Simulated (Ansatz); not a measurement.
Compare A (`CC(O)(F)C=N`) with its isomer B (`CC(F)C(=N)O`).

Calculated with Ansatz (gas phase, PBE0-D4/def2-TZVP geometries, no zero-point term in ΔE). CCSD(T)/CBS is the MP2 limit (def2-TZVPP, def2-QZVPP) plus CCSD(T) − MP2 in def2-TZVPP, frozen cores. DFT in def2-TZVPP. B3LYP here is the variant with VWN-RPA as its local correlation; programs differ in this. Each species was taken in one conformer, which may not be the lowest.

A:

Z-matrix (Å, degrees):
```
C
C 1 1.505
H 1 1.090 2 110.1
H 1 1.091 2 108.9 3 119.4
H 1 1.090 2 110.0 3 -120.5
O 2 1.381 1 108.5 3 -64.7
F 2 1.389 1 108.5 3 177.0
C 2 1.518 1 112.8 3 58.0
H 6 0.964 2 108.9 1 174.0
N 8 1.258 2 126.8 1 119.3
H 8 1.094 2 113.9 1 -62.2
H 10 1.023 8 109.9 2 -1.6
```

B:

```xyz
12

C     0.197    0.034    1.488
C    -0.597    0.345    0.243
F    -0.814    1.710    0.172
C     0.110   -0.111   -1.012
N    -0.231   -1.053   -1.779
O     1.232    0.583   -1.237
H     1.167    0.532    1.448
H    -0.348    0.381    2.367
H     0.357   -1.042    1.575
H    -1.579   -0.136    0.272
H    -1.111   -1.468   -1.489
H     1.617    0.226   -2.048
```

Q: Which is lower in electronic energy at CCSD(T)/CBS, and by how much? (Estimate.)

A: Computed: B, by 20.1 kJ/mol.

Q: Give E(B) − E(A) in kJ/mol with r2SCAN-D4, B3LYP, HF/def2-TZVPP, PBE-D4, B3LYP-D4, CCSD/def2-TZVPP, ωB97M-V. (Estimate.)

A: The calculation gave: r2SCAN-D4 -27.4, B3LYP -27.2, HF/def2-TZVPP -24.3, PBE-D4 -29.2, B3LYP-D4 -26.6, CCSD/def2-TZVPP -19.7, ωB97M-V -23.0. None reverses the order clearly.

Largest T1 diagnostic: 0.013.
